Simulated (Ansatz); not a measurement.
Molecule (SMILES): O=[N] (N-O), doublet.
Atoms: N1, O2. Bonds: N1-O2.

How fast the optimised N1-O2 bond length converges with the basis for several methods (Ansatz, a quantum-chemistry and plane-wave program): deviation from each method's own reference, in Å. References: HF 1.1140 Å, the value in pcseg-4; MP2 1.1354 Å, the value in aug-cc-pVQZ; PBE 1.1565 Å, the value in pcseg-4; PBE0 1.1389 Å, the value in pcseg-4. Cartesian d functions, on some or all atoms, in 6-31G*; all else is spherical. In correlated methods cores are frozen. Open shells are unrestricted. No added dispersion term, no relativity. The reference of a correlated method is not its basis-set limit, which lies further on.

| basis | functions | HF | MP2 | PBE | PBE0 |
|---|---|---|---|---|---|
| def2-SVP | 28 | ___ | -0.0002 | 0.0038 | 0.0035 |
| 6-31G* | 30 | ___ | 0.0075 | 0.0142 | 0.0134 |
| pcseg-2 | 60 | ___ | 0.0018 | 0.0015 | 0.0014 |
| def2-TZVPPD | 77 | ___ | 0.0011 | 0.0011 | 0.0010 |
| 6-311++G(3df,3pd) | 78 | ___ | 0.0008 | 0.0003 | 0.0005 |
| aug-cc-pVTZ | 92 | ___ | 0.0017 | 0.0015 | 0.0015 |
| aug-cc-pVQZ | 160 | ___ | 0.0000 | 0.0003 | 0.0003 |
| cc-pV5Z | 182 | ___ | -0.0005 | 0.0002 | 0.0002 |

What belongs in the gaps?


- def2-SVP, HF: 0.0032
- 6-31G*, HF: 0.0130
- pcseg-2, HF: 0.0016
- def2-TZVPPD, HF: 0.0010
- 6-311++G(3df,3pd), HF: 0.0008
- aug-cc-pVTZ, HF: 0.0018
- aug-cc-pVQZ, HF: 0.0004
- cc-pV5Z, HF: 0.0002

Mean absolute deviation over pcseg-2, def2-TZVPPD, 6-311++G(3df,3pd), aug-cc-pVTZ: PBE 0.0011, PBE0 0.0011, HF 0.0013, MP2 0.0013 Å.
